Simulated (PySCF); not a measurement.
hydrosulfide, HS (charge -1), SMILES [SH-], point group C∞v.

Force field and properties: PBE0/pcSseg-2 (PySCF, grid level 2). Vibrational terms come from second-order perturbation theory with semi-diagonal cubic constants, by steps of ±0.6 along the normal coordinates of each isotopologue. The parent has the commonest isotopes.

Equilibrium geometry (Å):

```
atom        x        y        z
  S1   0.6785  -0.0115  -0.0114
  H2  -0.6675   0.0166  -0.0452
```

An isotope shift is δ(isotopologue) − δ(parent), that is, the negative of the change in the averaged GIAO shielding; n counts bonds from the nearest label (0: the labelled atom itself). These are computed values; those of heavy atoms are rounded to 5 ppb, about the numerical noise.

Q: What isotope shifts arise with ²H at 2?

A: 
```tsv
nucleus	n	0 K (ppb)	250 K (ppb)
H2	0	-30	-30
S1	1	-7265	-7265
```

Q: What isotope shifts arise with ³³S at 1, ²H at 2?

A: 
```
nucleus  n  0 K (ppb)  250 K (ppb)
     S1  0      -7280        -7280
     H2  0        -30          -30
```
